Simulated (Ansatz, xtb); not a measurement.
C4H3NS: which of two isomers lies lower

Structure X: `CC(=C=S)C#N`, a singlet. Structure Y: `N#C/C=C\C=S`, a singlet. Both are isolated molecules in the gas phase, relaxed with PBE0-D3(BJ)/def2-SVP, each in the lowest conformer that the search found.

Energies in hartree; the thermal terms are from PBE0-D3(BJ)/def2-SVP harmonic frequencies (ideal gas, rigid rotor, one conformer each, 298.15 K, 1 atm) and include the zero-point energy:

```
                              X           Y
E, CCSD(T)/def2-SVP  −605.723899  −605.726440
    E, MP2/def2-SVP  −605.654534  −605.652756
  E, MP2/def2-TZVPP  −606.207939  −606.207134
  zero-point energy     0.058656     0.059071
       H(298 K) − E     0.066029     0.066046
       G(298 K) − E     0.027641     0.028503
```

Problem. Correct the CCSD(T) difference for the basis set by the MP2 change, then work out ΔE, ΔE₀, ΔH and ΔG for X → Y in kcal/mol (1 Eh = 627.51 kcal/mol) and the equilibrium ratio [Y]/[X].

Solution. 1. Differences Y − X: CCSD(T) −0.002541, MP2 in the small set +0.001778, MP2 in the large set +0.000805 Eh.
2. ΔE = −0.002541 + (+0.000805 − (+0.001778)) = −0.003514 Eh = −2.21 kcal/mol.
3. ΔE₀ = ΔE + ΔZPE = −0.003514 + (+0.000415) Eh = −1.94 kcal/mol.
4. ΔH = ΔE + (+0.000017) Eh = −2.19 kcal/mol.
5. ΔG = ΔE + (+0.000862) Eh = −1.66 kcal/mol, so ΔS = (ΔH − ΔG)/T = −7.4 J/(mol K).
6. kT = 0.9442 mEh, so K = [Y]/[X] = exp(−ΔG/kT) = exp(+2.81) ≈ 17.

Structure Y is favoured at this temperature. An error of 1 kcal/mol in ΔG would change K by a factor of 5.4. r2SCAN-D4/def2-SVP found them nearly level. GFN2-xTB, HF/STO-3G, MP2/def2-SVP gave ΔE the other sign. Mirror images and further conformers aren't counted.

As drawn, both hold the same kinds of bond in the same numbers. Structure X has 1 methyl group, Y 0.

Other levels gave ΔE = +4.4 (GFN2-xTB); +10.6 (HF/STO-3G, GFN2-xTB geometries); −0.2 (r2SCAN-D4/def2-SVP, GFN2-xTB geometries); −1.0 (PBE0-D3(BJ)/def2-SVP); −3.9 (HF/def2-SVP); +1.1 (MP2/def2-SVP); −1.6 (CCSD(T)/def2-SVP) kcal/mol. The correlated steps freeze 10 core orbitals. Programs: Ansatz 0.2.0, xtb 6.7.1.
